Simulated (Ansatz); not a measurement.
The parent structure is BAs in the zinc blende structure (space group F-43m, No. 216).

```
CELL_PARAMETERS angstrom
      0.00000     2.39193     2.39193
      2.39193     0.00000     2.39193
      2.39193     2.39193     0.00000
ATOMIC_POSITIONS crystal
  B  0.00000 0.00000 0.00000
  As 0.25000 0.25000 0.25000
```

Level of theory: r2SCAN in Ansatz (plane waves to 500 eV, PAW, no spin-orbit coupling).

| level | lattice parameter a |
|---|---|
| r2SCAN | 4.784 Å |

Q: From these computed values, estimate the measured ones, and say how each level misses.

A: Measured: lattice parameter a 4.777 Å (room temperature; as listed in M J Lucero, T M Henderson, G E Scuseria, Journal of Physics Condensed Matter (2012)). Computed minus measured — lattice parameter a: r2SCAN +0.1 %. Measured values not marked as corrected hold thermal and zero-point effects that the static-lattice runs lack.

Stability against distortions was not tested.

Ansatz is a quantum-chemistry and plane-wave program.
